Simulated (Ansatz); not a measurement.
Rock-salt HfC was calculated with BLYP in Ansatz (plane waves, PAW).

Run with plane-wave cutoff 520 eV, 16×16×16 k mesh, Fermi–Dirac smearing 0.1 eV, perturbation theory, scalar-relativistic PAW data made under PBE.

Computed at the level's own relaxed cell.

HfC is modelled in the cubic space group Fm-3m (No. 225), the rock salt structure, Pearson symbol cF8. Lattice parameters: a = b = c = 4.6998 Å, α = β = γ = 90.00°. Hf on 4a is surrounded by 6 C at 2.350 Å (octahedral). C on 4b sees 6 Hf at 2.350 Å (octahedral). (Neighbours: up to the widest gap in distance over summed covalent radii, below 1.35, at either atom; cation-cation and far metal-metal contacts left out.)
(The calculation used a cell of 2 atoms; values per cell refer to that cell.)

Harmonic phonon frequencies (cm⁻¹; i marks an imaginary mode):

| q point | frequencies |
|---|---|
| Γ | ___ |
| X | 138 138 181 457 457 558 |
| U | 133 172 179 495 550 579 |

**Question.** Some entries are withheld; supply them.

**Answer.** 
- Γ, frequencies: 0 0 0 385 385 385

No imaginary mode appears at these points.

Ansatz is a program for electronic structure.
